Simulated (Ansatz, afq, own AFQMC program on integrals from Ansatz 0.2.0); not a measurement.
AFQMC on a folder of integrals that Ansatz 0.2.0 wrote.

```yaml
crystal:
  periodic: [false, false, false]
  atoms:
    - {symbol: C, position_ang: [1.609239, -0.443479, 1.204559]}
    - {symbol: C, position_ang: [0.601784, -0.251874, 0.546554]}
    - {symbol: Si, position_ang: [-0.763652, 0.114360, -0.594238]}
    - {symbol: F, position_ang: [-1.517181, -1.269613, -0.971543]}
    - {symbol: Cl, position_ang: [-2.126568, 1.363100, 0.306392]}
    - {symbol: H, position_ang: [2.491677, -0.619494, 1.795576]}
basis:
  gaussian: {orbitals: def2-SVP}
magnetization: {spin_polarized: true, initial_magnetization: 1}
correlation: {method: ccsd_t, electrons: outside_noble_gas, hamiltonian_folder: ham}
```

```sh
$ ansatz run in.yaml --threads 1 --pin off --events-out ev --progress --plain --max-ram 16896MiB --backend cuda --devices 0, --max-vram 18GiB
```

afq runs on the folder ham with

```
--method phaseless --trial hf --walkers 3500 --populations 20 --least-time 40 --time-step 0.005 --steps-per-block 20 --equilibration-blocks 112 --max-blocks 4000 --target-error 0.00155 --factor-cut 1e-05 --start spin_pure --seed 9192 --taylor-order 6
```

Times are imaginary, in 1/Eh. The walk had a cap of 149 s. With eight or more populations the least sampling time is a fifth of least-time, and the error comes from their spread.

Output of the walk:

```
orbitals 70  electrons 14 13  factors 554 of 795
reference energy -923.82831723 Eh
CCSD correlation -0.66181891 Eh in 14 cycles, weight of the determinant in the CISD state 0.7819
energy of the start -923.830280 Eh
 block  time / (1/Eh)  mean weight  energy / Eh
     1     0.100  1.0037  -924.023183
     2     0.200  1.0052  -924.149172
     3     0.300  1.0053  -924.232123
     4     0.400  1.0043  -924.297096
     5     0.500  1.0045  -924.342614
    10     1.000  1.0010  -924.451646
    41     4.100  0.9994  -924.491789
    49     4.900  0.9999  -924.517541
    89     8.900  0.9999  -924.510737
   129    12.900  1.0001  -924.527245
   169    16.900  0.9996  -924.510541
   209    20.900  1.0003  -924.521995
   249    24.900  1.0004  -924.520192
   265    26.500  1.0002  -924.538458
   289    28.900  1.0001  -924.510029
   329    32.900  1.0002  -924.509158
   337    33.700  0.9996  -924.498651
error from the spread of 20 populations
energy -924.518122 +/- 0.001549 Eh
(rows thinned)
```

The run passed its tests (sampling time, drift between the halves within three errors, error under three times the target), which doesn't prove that it has relaxed.

Against this walk (error 42.2 meV) on the same determinant: CCSD(T) 199.8 meV higher, a separate phaseless walk with a CISD trial and standard settings 123.1 ± 43.0 meV higher. The error is statistical and leaves out the bias of the constraint. None of these is a sure reference here.

Cautions: constraint bias not in the error; unrestricted determinant slightly spin contaminated (⟨S²⟩ 0.81 against 0.75).

The walk took 84 s on 1 × NVIDIA H100 80GB HBM3 with 2 threads of AMD EPYC 7R13 Processor (Zen 3) (shared host) (the card was shared). The log's last line is the phaseless energy.
